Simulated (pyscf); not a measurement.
`[InH]` [singlet] + `[SH2]` -> `[SH][InH2]`, an insertion (singlet surface; H–S broken, In–S, H–In formed). Optimised with ωB97X-D3(BJ)/def2-SVP in PySCF. MP2 and CC: frozen core, UHF for open shells. ΔMP2 is the change of the MP2 total energy from the triple- to the quadruple-zeta basis. Energies in kcal/mol from the separated reactants.

Small-basis levels: PySCF, no dispersion term, spherical d functions. AM1 to PM7: differences of heats of formation from MOPAC. Cost: rough CPU time at the saddle relative to B3LYP/6-31G*+LANL2DZ, from one job on a shared machine.

```
level                             barrier  reaction energy        cost
--------------------------------  -------  ---------------  ----------
HF/6-31G*+LANL2DZ                    50.8            -18.9         0.1
SVWN5/6-31G*+LANL2DZ                 12.5            -30.5         0.8
PBE/6-31G*+LANL2DZ                      …            -26.5           1
B3LYP/6-31G*+LANL2DZ                 26.8            -25.0           1
AM1                                  11.2            -22.4  under 0.02
PM3                                   3.6            -37.2  under 0.02
PM6                                     …             +3.9  under 0.02
CCSD(T)/def2-TZVPP + ΔMP2(QZVPP)        …            -22.5           –
```

Fill in the missing entries.


- PBE/6-31G*+LANL2DZ, barrier: 18.7
- PM6, barrier: 35.1
- CCSD(T)/def2-TZVPP + ΔMP2(QZVPP), barrier: 25.3

Against the last row the barrier runs from -21.7 (PM3) to +25.4 kcal/mol (HF/6-31G*+LANL2DZ). CCSD(T)/def2-TZVPP + ΔMP2(QZVPP) has limits of its own. On the reactant side the descent ends in a bound adduct, 8.7 kcal/mol under the separated species and 33.5 kcal/mol under the saddle at ωB97X-D3(BJ)/def2-TZVP. The same reactants have a lower exit, to HS–In [singlet] + H₂ (barrier +2.7 kcal/mol at ωB97M-D3(BJ), against +29.0 kcal/mol here). One saddle was located; it need not be the lowest between these sides. The CCSD(T) − MP2 part came from Ansatz, without density fitting, on the same reference. The frozen core leaves the outer d or s,p core shells of the metals and heavy elements correlated in the MP2 and CC values, and def2-TZVPP describes them poorly, which can shift differences by a few kcal/mol. Elements past Kr carry the def2 core potentials, without spin-orbit coupling.
